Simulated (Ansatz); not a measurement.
We consider hcp Lu, described by PBE (PAW; Ansatz, a program for electronic structure).

Numerical settings: plane-wave cutoff 520 eV, 18×18×10 k mesh (along the axes of the cell as run), Fermi–Dirac smearing 0.05 eV, scalar-relativistic PAW data made under PBE.

Starting structure:

```
Lu
1.0
    3.50000     0.00000     0.00000
   -1.75000     3.03109     0.00000
    0.00000     0.00000     5.55000
Lu
2
Direct
  0.66667   0.33333   0.75000
  0.33333   0.66667   0.25000
```

Problem. Into what structure does the relaxation of cell and atoms lead at this level, with the symmetry of the start kept?

Solution. The volume drops by 1.2 %; final space group P6_3/mmc.
```
Lu
1.0
    3.50704     0.00000     0.00000
   -1.75352     3.03719     0.00000
    0.00000     0.00000     5.46305
Lu
2
Direct
  0.66667   0.33333   0.75000
  0.33333   0.66667   0.25000
```
